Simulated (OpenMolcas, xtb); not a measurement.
## How methods differ on BNH2 (SMILES B[N])

BNH2 has 4 atoms, charge 0, and is taken as a triplet. SMILES: `B[N]`. Geometry: relaxed at GFN2-xTB.

Quantity: the vertical ionisation energy (to the doublet cation), in eV. The values are calculated.

```tsv
level	kind	program	value (eV)	less FCI/STO-3G
GFN1-xTB	semi-empirical	xtb	14.87	+5.93
UHF/STO-3G	Hartree–Fock	OpenMolcas	9.76	+0.82
USVWN5/STO-3G	LDA	OpenMolcas	9.29	+0.35
UPBE/STO-3G	GGA	OpenMolcas	9.49	+0.55
U-r2SCAN/STO-3G	meta-GGA	OpenMolcas	9.80	+0.86
UM06-2X/STO-3G	hybrid meta-GGA	OpenMolcas	9.92	+0.98
ROCCSD(T)/STO-3G	coupled cluster or CI	OpenMolcas	8.98	+0.04
FCI/STO-3G	exact in the basis	OpenMolcas	8.94	0.00
```

FCI/STO-3G is exact within its basis and frozen core, so for wave-function methods in that basis the difference is their error; functionals converge differently with the basis, so for them it is only a difference. The values span 8.94 to 14.87 eV. The xTB values lack the empirical shift that such differences need. Spin contamination of the reference (⟨S²⟩ at least 0.1 too high) touches UHF/STO-3G. All rows use very small basis sets, so even the best lies far from the true value.
